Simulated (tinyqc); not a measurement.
A ladder of methods, and size consistency: correlation methods against full CI in the sto-3g basis, for NH3, spin multiplicity 1. Computed by the program tinyqc with PySCF. All electrons correlated; +Q is the Davidson correction (1 - c0^2) E_corr. The last columns treat two copies 100 angstrom apart as one system. FCI is the lowest singlet.

Geometry (angstrom):

| atom | x | y | z |
|---|---|---|---|
| N | 0.0000 | 0.0000 | 0.0930 |
| H | 1.0160 | 0.0000 | 0.0000 |
| H | -0.5080 | 0.8800 | 0.0000 |
| H | -0.5080 | -0.8800 | 0.0000 |

RHF energy of one = -55.438723 hartree

Correlation energies (hartree):

| method | E_corr of one | share of FCI (%) | E_corr of two at 100 angstrom | two minus twice one (mhartree) |
|---|---|---|---|---|
| MP2 | -0.04453 | 72.471 | -0.08907 | 0.000 |
| CISD | -0.05994 | 97.533 | -0.11650 | 3.373 |
| CISD+Q | -0.06172 | 100.441 | -0.12287 | 0.576 |
| CCSD | -0.06108 | 99.399 | -0.12217 | 0.000 |
| CCSD(T) | -0.06132 | 99.784 | -0.12264 | 0.000 |
| FCI | -0.06145 | 100.000 | - | - |

What does the comparison show, and why?

MP2 recovers 72 %, CISD 97.5 % and CCSD 99.4 % of the FCI value (c0^2 = 0.970 in CISD). MP2 and coupled cluster are size consistent, so their last column vanishes; CISD loses 3.37 mhartree, since a double excitation on each copy is a quadruple of the pair, and the Davidson correction leaves +0.58.
